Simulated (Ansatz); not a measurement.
C$_{2}$H$_{6}$S, SMILES `CSC`. Total charge 0; spin multiplicity 1.

```xyz
9

C     0.451    0.445    1.214
S     0.755   -0.906    0.071
C    -0.425   -0.476   -1.212
H     0.669    1.410    0.752
H     1.120    0.305    2.064
H    -0.579    0.434    1.574
H    -0.198    0.499   -1.648
H    -0.346   -1.235   -1.991
H    -1.447   -0.476   -0.826
```

List the harmonic frequencies (cm⁻¹, unscaled) at PBE0-D4/def2-TZVP in Ansatz. (An estimate is asked.)

Computed: 187, 187, 265, 720, 774, 908, 950, 988, 1052, 1336, 1360, 1453, 1463, 1470, 1479, 3043, 3047, 3120, 3129, 3151, 3152.

Is this a minimum?

Yes, all 21 modes are real.

Give the ideal-gas thermochemistry at 298.15 K and 1 bar (rigid rotor, harmonic oscillator; point group C2v, symmetry number 2).

Zero-point energy 198.8 kJ/mol; H(298) − E = 214.0 kJ/mol; entropy 283.0 J/(mol·K), of which translation 160.4, rotation 92.6, vibration 30.0; G(298) − E = 129.6 kJ/mol.

Rotational constants (cm⁻¹)?

0.6019, 0.2546, 0.192.
